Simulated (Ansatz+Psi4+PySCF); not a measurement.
Two shapes of doublet PO2.

Shape 1:

```xyz
3

P     0.0000    0.0000    0.0000
O     0.0000    1.4030    0.5769
O     0.0000   -1.3106    0.5388
```

Shape 2:

```xyz
3

P     0.0000    0.0000    0.0000
O     0.0000    1.4215    0.5845
O     0.0000   -1.2920    0.5312
```

Basis set: cc-pVTZ on O; cc-pV(T+d)Z on P (spherical functions). Left uncorrelated: 7 orbitals. Correlation on ROHF uses semicanonical orbitals with singles. Charge 0, multiplicity 2.

Computed with Ansatz (development build ahead of 0.2.0) and Psi4 1.11; each method stands on the lowest determinant of its kind that the runs found.

Which shape is lower in energy, and by how much in each method?

```
  method  E(2) − E(1) (eV)
    ROHF             0.142
     UHF             0.125
ROHF-MP2             0.145
 UHF-MP2             0.184
```

Shape 1 is lower.
